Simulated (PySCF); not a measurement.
**Name the molecule from its bond curve**

A diatomic of charge 0 contains F (the partner may be the same element). Its singlet curve at PBE0 in a triple-zeta basis (no relativity, PySCF), in eV from the separated fragments:

(R (Å), E (eV)): (1.183, -0.339), (1.238, -0.984), (1.293, -1.344), (1.335, -1.475), (1.376, -1.513), (1.417, -1.479), (1.472, -1.349), (1.541, -1.093), (1.624, -0.703), (1.734, -0.126)

The fit gives ωe = 1099 cm⁻¹ and the rotational constant Bₑ = 0.9381 cm⁻¹.

Problem. Which atom is the partner?

Solution. The minimum lies at 1.375 Å, so the reduced mass is 16.8576 u Å² cm⁻¹/(Bₑ·Re²) = 9.505 u. With F at 19.00 u the partner weighs about 19.0 u: F. The molecule is F2.
